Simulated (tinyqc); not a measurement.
RKS/PBE in the sto-6g basis, for H2F+, spin multiplicity 1, step by step. One step of it, computed by the program tinyqc.

Problem. Iteration 2: building the Kohn-Sham matrix. J_ij = sum D_kl (ij|kl); F = H + J + V_xc; E = tr D H + tr D J / 2 + E_xc + E_nn.

D after iteration 1:
```
            1F 1s      1F 2s    1F 2px     1F 2py     1F 2pz      2H 1s      3H 1s
1F 1s    2.120803  -0.541933  0.000000   0.005596   0.057942   0.071301   0.073973
1F 2s   -0.541933   2.500384  0.000000  -0.034126  -0.367222  -0.556646  -0.552110
1F 2px   0.000000   0.000000  2.000000   0.000000   0.000000   0.000000   0.000000
1F 2py   0.005596  -0.034126  0.000000   0.307225   0.019708   0.486382  -0.448793
1F 2pz   0.057942  -0.367222  0.000000   0.019708   0.298077   0.489354   0.483542
2H 1s    0.071301  -0.556646  0.000000   0.486382   0.489354   1.479094   0.081222
3H 1s    0.073973  -0.552110  0.000000  -0.448793   0.483542   0.081222   1.540382
```

core Hamiltonian H = T + V (hartree):
```
             1F 1s       1F 2s     1F 2px     1F 2py     1F 2pz      2H 1s      3H 1s
1F 1s   -41.393905   -9.234374   0.000000  -0.000803  -0.011004  -1.421663  -1.281439
1F 2s    -9.234374  -11.360075   0.000000  -0.008866  -0.128298  -3.237600  -2.981622
1F 2px    0.000000    0.000000  -9.140357   0.000000   0.000000   0.000000   0.000000
1F 2py   -0.000803   -0.008866   0.000000  -9.254800  -0.003562  -1.913178   1.785725
1F 2pz   -0.011004   -0.128298   0.000000  -0.003562  -9.176461  -1.104603  -1.032435
2H 1s    -1.421663   -3.237600   0.000000  -1.913178  -1.104603  -5.095701  -0.943893
3H 1s    -1.281439   -2.981622   0.000000   1.785725  -1.032435  -0.943893  -4.937508
```

Two-electron integrals (ij|kl) in chemists' order, unique and non-zero (hartree):
```
(11|11) 5.406240    (21|11) 0.768129    (21|21) 0.138909    (22|11) 1.266271
(22|21) 0.283987    (22|22) 0.926367    (31|31) 0.029452    (32|31) 0.044681
(32|32) 0.204753    (33|11) 1.266273    (33|21) 0.283987    (33|22) 0.926366
(33|33) 0.998085    (41|41) 0.029452    (42|41) 0.044681    (42|42) 0.204753
(43|43) 0.053789    (44|11) 1.266273    (44|21) 0.283987    (44|22) 0.926366
(44|33) 0.890506    (44|44) 0.998085    (51|51) 0.029452    (52|51) 0.044681
(52|52) 0.204753    (53|53) 0.053789    (54|54) 0.053789    (55|11) 1.266273
(55|21) 0.283987    (55|22) 0.926366    (55|33) 0.890506    (55|44) 0.890506
(55|55) 0.998085    (61|11) 0.125219    (61|21) 0.021711    (61|22) 0.043431
(61|33) 0.043357    (61|41) 0.000823    (61|42) 0.001611    (61|44) 0.043526
(61|51) 0.000462    (61|52) 0.000905    (61|54) 0.000094    (61|55) 0.043410
(61|61) 0.003450    (62|11) 0.319497    (62|21) 0.072742    (62|22) 0.265043
(62|33) 0.261278    (62|41) 0.004603    (62|42) 0.034827    (62|44) 0.269864
(62|51) 0.002585    (62|52) 0.019560    (62|54) 0.004822    (62|55) 0.263986
(62|61) 0.011375    (62|62) 0.094215    (63|31) 0.008043    (63|32) 0.046181
(63|43) 0.007258    (63|53) 0.004076    (63|63) 0.013753    (64|11) 0.190635
(64|21) 0.044013    (64|22) 0.171431    (64|33) 0.164200    (64|41) 0.010463
(64|42) 0.067382    (64|44) 0.184172    (64|51) 0.001359    (64|52) 0.011907
(64|54) 0.007141    (64|55) 0.165921    (64|61) 0.007178    (64|62) 0.074799
(64|64) 0.072673    (65|11) 0.107066    (65|21) 0.024719    (65|22) 0.096281
(65|33) 0.092219    (65|41) 0.001359    (65|42) 0.011907    (65|44) 0.095284
(65|51) 0.008807    (65|52) 0.052869    (65|54) 0.008979    (65|55) 0.101338
(65|61) 0.004032    (65|62) 0.042010    (65|64) 0.033091    (65|65) 0.032338
(66|11) 0.482666    (66|21) 0.111960    (66|22) 0.469320    (66|33) 0.453740
(66|41) 0.008810    (66|42) 0.093243    (66|44) 0.489272    (66|51) 0.004948
(66|52) 0.052368    (66|54) 0.019956    (66|55) 0.464947    (66|61) 0.017633
(66|62) 0.216905    (66|64) 0.199656    (66|65) 0.112133    (66|66) 0.774999
(71|11) 0.112805    (71|21) 0.019562    (71|22) 0.039145    (71|33) 0.039079
(71|41) -0.000743   (71|42) -0.001454   (71|44) 0.039230    (71|51) 0.000417
(71|52) 0.000817    (71|54) -0.000085   (71|55) 0.039127    (71|61) 0.003064
(71|62) 0.009918    (71|64) 0.005739    (71|65) 0.003517    (71|66) 0.015216
(71|71) 0.002801    (72|11) 0.293351    (72|21) 0.066816    (72|22) 0.244127
(72|33) 0.240640    (72|41) -0.004233   (72|42) -0.032287   (72|44) 0.248592
(72|51) 0.002378    (72|52) 0.018136    (72|54) -0.004467   (72|55) 0.243149
(72|61) 0.010106    (72|62) 0.069321    (72|64) 0.038081    (72|65) 0.029988
(72|66) 0.128122    (72|71) 0.009419    (72|72) 0.080642    (73|31) 0.007316
(73|32) 0.042251    (73|43) -0.006701   (73|53) 0.003764    (73|63) 0.009687
(73|73) 0.011649    (74|11) -0.177313   (74|21) -0.040945   (74|22) -0.159903
(74|33) -0.153223   (74|41) 0.009552    (74|42) 0.062009    (74|44) -0.171671
(74|51) -0.001256   (74|52) -0.011098   (74|54) 0.006599    (74|55) -0.154815
(74|61) -0.005930   (74|62) -0.038778   (74|64) -0.012127   (74|65) -0.016437
(74|66) -0.065959   (74|71) -0.006014   (74|72) -0.064833   (74|74) 0.063319
(75|11) 0.099602    (75|21) 0.023000    (75|22) 0.089822    (75|33) 0.086070
(75|41) -0.001256   (75|42) -0.011098   (75|44) 0.088904    (75|51) 0.008021
(75|52) 0.048485    (75|54) -0.008293   (75|55) 0.094493    (75|61) 0.003628
(75|62) 0.030262    (75|64) 0.016328    (75|65) 0.022586    (75|66) 0.061435
(75|71) 0.003378    (75|72) 0.036419    (75|74) -0.029025   (75|75) 0.027953
(76|11) 0.086079    (76|21) 0.019807    (76|22) 0.078548    (76|33) 0.077257
(76|41) -0.000017   (76|42) -0.000193   (76|44) 0.078872    (76|51) 0.001144
(76|52) 0.010428    (76|54) -0.000036   (76|55) 0.079514    (76|61) 0.003056
(76|62) 0.027440    (76|64) 0.019027    (76|65) 0.014013    (76|66) 0.066518
(76|71) 0.002756    (76|72) 0.025591    (76|74) -0.018138   (76|75) 0.013213
(76|76) 0.010069    (77|11) 0.465154    (77|21) 0.107936    (77|22) 0.454118
(77|33) 0.439381    (77|41) -0.008285   (77|42) -0.088866   (77|44) 0.472986
(77|51) 0.004654    (77|52) 0.049919    (77|54) -0.018877   (77|55) 0.449985
(77|61) 0.016280    (77|62) 0.134836    (77|64) 0.068392    (77|65) 0.063932
(77|66) 0.276406    (77|71) 0.015313    (77|72) 0.197310    (77|74) -0.183807
(77|75) 0.103250    (77|76) 0.066518    (77|77) 0.774999
```

nuclear repulsion = 9.00041133 hartree

V_xc (hartree):
```
            1F 1s      1F 2s     1F 2px     1F 2py     1F 2pz      2H 1s      3H 1s
1F 1s   -3.478329  -0.410349   0.000000   0.000314   0.003270  -0.069842  -0.062940
1F 2s   -0.410349  -0.829692   0.000000   0.000425   0.008851  -0.233721  -0.214861
1F 2px   0.000000   0.000000  -0.890339   0.000000   0.000000   0.000000   0.000000
1F 2py   0.000314   0.000425   0.000000  -0.805951  -0.002693  -0.157575   0.146538
1F 2pz   0.003270   0.008851   0.000000  -0.002693  -0.793028  -0.088319  -0.081714
2H 1s   -0.069842  -0.233721   0.000000  -0.157575  -0.088319  -0.520099  -0.066796
3H 1s   -0.062940  -0.214861   0.000000   0.146538  -0.081714  -0.066796  -0.519068
```

E_xc = sum of w rho eps_xc = -9.99388193 hartree

Give: Coulomb J; Kohn-Sham matrix F; total energy of this density.

Solution.

Coulomb J (hartree):
```
         1F 1s   1F 2s  1F 2px  1F 2py  1F 2pz  2H 1s   3H 1s
1F 1s   18.443   3.241   0.000  -0.001  -0.001  0.511   0.461
1F 2s    3.241   8.453   0.000  -0.005   0.089  2.462   2.273
1F 2px   0.000   0.000   8.516   0.000   0.000  0.000   0.000
1F 2py  -0.001  -0.005   0.000   8.462   0.004  1.617  -1.516
1F 2pz  -0.001   0.089   0.000   0.004   8.380  0.935   0.874
2H 1s    0.511   2.462   0.000   1.617   0.935  4.856   0.758
3H 1s    0.461   2.273   0.000  -1.516   0.874  0.758   4.776
```

Kohn-Sham matrix F (hartree):
```
          1F 1s   1F 2s  1F 2px  1F 2py  1F 2pz   2H 1s   3H 1s
1F 1s   -26.429  -6.404   0.000  -0.002  -0.009  -0.980  -0.883
1F 2s    -6.404  -3.737   0.000  -0.013  -0.030  -1.009  -0.923
1F 2px    0.000   0.000  -1.515   0.000   0.000   0.000   0.000
1F 2py   -0.002  -0.013   0.000  -1.599  -0.002  -0.454   0.416
1F 2pz   -0.009  -0.030   0.000  -0.002  -1.589  -0.258  -0.240
2H 1s    -0.980  -1.009   0.000  -0.454  -0.258  -0.760  -0.252
3H 1s    -0.883  -0.923   0.000   0.416  -0.240  -0.252  -0.680
```

total energy of this density = -98.75436 hartree
